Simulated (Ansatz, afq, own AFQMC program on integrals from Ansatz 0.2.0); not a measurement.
AFQMC on a folder of integrals that Ansatz 0.2.0 wrote.

```yaml
crystal:
  periodic: [false, false, false]
  atoms:
    - {symbol: N, position_ang: [0.000000, 0.000000, 0.482527]}
    - {symbol: O, position_ang: [0.000000, 0.000000, -0.547473]}
    - {symbol: H, position_ang: [0.000000, 0.876220, 0.992432]}
    - {symbol: H, position_ang: [0.000000, -0.876220, 0.992432]}
basis:
  gaussian: {orbitals: cc-pVDZ}
magnetization: {spin_polarized: true, initial_magnetization: 1}
correlation: {method: ccsd_t, electrons: outside_noble_gas, hamiltonian_folder: ham}
```

```sh
$ ansatz run in.yaml --threads 1 --pin off --events-out ev --progress --plain --max-ram 1382MiB
```

afq runs on the folder ham with

```
--method phaseless --trial hf --walkers 120 --populations 1 --least-time 40 --time-step 0.005 --steps-per-block 20 --equilibration-blocks 112 --max-blocks 600 --target-error 0.00129 --factor-cut 1e-05 --start spin_pure --seed 4062 --taylor-order 6
```

Times are imaginary, in 1/Eh. The walk had a cap of 1343 s.

Output of the walk:

```
orbitals 36  electrons 7 6  factors 281 of 349
reference energy -130.29620934 Eh
CCSD correlation -0.33952064 Eh in 10 cycles, weight of the determinant in the CISD state 0.9124
energy of the start -130.296530 Eh
 block  time / (1/Eh)  mean weight  energy / Eh
     1     0.100  1.0032  -130.419005
     2     0.200  1.0030  -130.505810
     3     0.300  1.0048  -130.552317
     4     0.400  1.0039  -130.582098
     5     0.500  1.0031  -130.583518
     8     0.800  1.0001  -130.592851
    18     1.800  1.0009  -130.625619
    69     6.900  1.0002  -130.611491
   120    12.000  1.0001  -130.702667
   171    17.100  1.0001  -130.642421
   222    22.200  0.9997  -130.631758
   273    27.300  1.0016  -130.703039
   324    32.400  1.0002  -130.654585
   375    37.500  1.0036  -130.654835
   426    42.600  1.0005  -130.634316
   477    47.700  0.9980  -130.642134
   494    49.400  0.9974  -130.743071
   528    52.800  1.0007  -130.639860
   579    57.900  0.9988  -130.644759
   630    63.000  1.0007  -130.640537
   681    68.100  1.0019  -130.639531
   698    69.800  1.0025  -130.680009
blocks merged  error / Eh  count
     1  0.001057  600
     2  0.001367  300
     4  0.001708  150
     8  0.002081  75
    16  0.002323  37
    32  0.002462  18
    64  0.003249  9
energy -130.644901 +/- 0.002462 Eh
(rows thinned)
```

The run passed its tests (sampling time, drift between the halves within three errors, error under three times the target), which doesn't prove that it has relaxed.

Against this walk (error 67.0 meV) on the same determinant: CCSD(T) 67.9 meV higher (within the noise), the released energy of a separate walk with a CISD trial 16.8 ± 69.6 meV higher (within the noise), a separate phaseless walk with a CISD trial and standard settings 53.7 ± 67.9 meV higher (within the noise). The error is statistical and leaves out the bias of the constraint.

Cautions: constraint bias not in the error; error above the target (67.0 against 35.1 meV).

The walk took 2.8 min on 1 thread of AMD EPYC 9R14 (Zen 4), on a shared host. The log's last line is the phaseless energy.

A walk keeps the symmetry of its determinant, which the program's search chose and which needn't be the lowest solution, so a lower state of the same spin and another symmetry isn't excluded.
